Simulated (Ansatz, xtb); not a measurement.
Species: molecular chlorine, Cl2, charge 0, multiplicity 1. SMILES: ClCl
Geometry from a B3LYP-D3(BJ)/def2-TZVP (Ansatz, a program for electronic structure) optimisation:
```xyz
2

Cl     0.0000     0.0000    -1.0068
Cl     0.0000     0.0000     1.0068
```

Harmonic wavenumbers from GFN2-xTB (xtb, at its own minimum), cm⁻¹: 506.

### Question
Give the harmonic wavenumbers at B3LYP-D3(BJ)/def2-TZVP (Ansatz, finite differences of forces, unscaled).

### Answer
537 cm⁻¹. Zero-point energy 0.8 kcal/mol.

### Question
From these and the geometry, give the ideal-gas thermochemistry at 298.15 K and 1 atm (rigid rotor, harmonic oscillator).

### Answer
Point group D∞h, rotational symmetry number 2. Rotational constants 7.033, 7.033 GHz. S(trans) 38.69, S(rot) 14.09, S(vib) 0.57, S(elec, spin only) 0.00, S 53.4 cal/(mol K). H(298) - H(0) 2.20 kcal/mol; G - E(el) -12.9 kcal/mol. Tabulated S at 1 bar: 53.3 cal/(mol K) (CRC Handbook, as tabulated in the package chemicals).
